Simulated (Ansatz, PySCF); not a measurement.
System: 1,1,1,2-tetrafluoroethane, C₂H₂F₄, charge 0, multiplicity 1. SMILES: FCC(F)(F)F
Geometry from a B3LYP-D3(BJ)/def2-TZVP (Ansatz, a quantum-chemistry and plane-wave program) optimisation:
```xyz
8

F     -1.6811    -0.9996     0.1245
C     -1.1517     0.2566    -0.0625
C      0.3646     0.1829    -0.0217
F      0.8538    -0.6115    -0.9848
F      0.8125    -0.2755     1.1561
F      0.8677     1.4206    -0.2063
H     -1.4937     0.9174     0.7350
H     -1.4596     0.6393    -1.0362
```
Charge 0, spin multiplicity 1.

HF/STO-3G beside other levels, property by property. Conventions: atomisation electronic, to ground-state atoms; no spin-orbit coupling; frozen cores in correlated levels; no dispersion term unless named; non-relativistic; UHF or UKS for open shells. CBS marks a two-point X^-3 extrapolation of the correlation energy; Hartree-Fock from the larger set. The bracket is a focal-point correction in the basis named. Ab initio and DFT rows: single points at B3LYP-D3(BJ) geometries (Ansatz), with unscaled harmonic terms from B3LYP/6-31G* (Ansatz) at its own minima, enthalpies of formation by atomisation with measured atoms.

Coupled cluster (Ansatz) is a level with limits of its own, used here on species with T1 under 0.025 (0.045 for open shells) and stable references: (a) RI-MP2/CBS(cc-pVTZ,cc-pVQZ)+[CCSD(T)-MP2]/cc-pVTZ; (b) CCSD(T)/CBS(aug-cc-pVTZ,aug-cc-pVQZ).

```tsv
property	HF/STO-3G (Ansatz)	BP86/def2-SVP (PySCF)	PBE/def2-TZVPD (Ansatz)	B2PLYP-D3(BJ)/def2-TZVPD (Ansatz + dftd3)	to compare with
atomisation energy (kcal/mol)	533.1	806.0	790.8	752.9	762.2 coupled cluster (b)
enthalpy of formation at 298 K (kcal/mol)	10.0	-262.9	-247.7	-209.8	-219.1 coupled cluster (b)
C-C bond dissociation enthalpy at 298 K, to [CH2]F (CH2F) + F[C](F)F (kcal/mol)	68.0	92.5	90.3	93.1	99.3 coupled cluster (a)
```

As the rows show:
- atomisation energy: HF/STO-3G lies 229.1 kcal/mol below coupled cluster.
- enthalpy of formation at 298 K: HF/STO-3G lies 229.1 kcal/mol above coupled cluster.
- C-C bond dissociation enthalpy at 298 K, to [CH2]F (CH2F) + F[C](F)F: HF/STO-3G lies 31.3 kcal/mol below coupled cluster.

The properties are those with a value to compare with, at most eight drawn at random. No case is left out for the size of its miss. Left out are saddle points of the reference geometry, anions that the best level run finds unbound, excited spin states, species near biochemistry, 298 K rows of species without real B3LYP wavenumbers, cases with under five habitual levels, runs that failed or that the program found above a lower state of the same kind, table entries that another table contradicts, and a share of species set aside by lot.
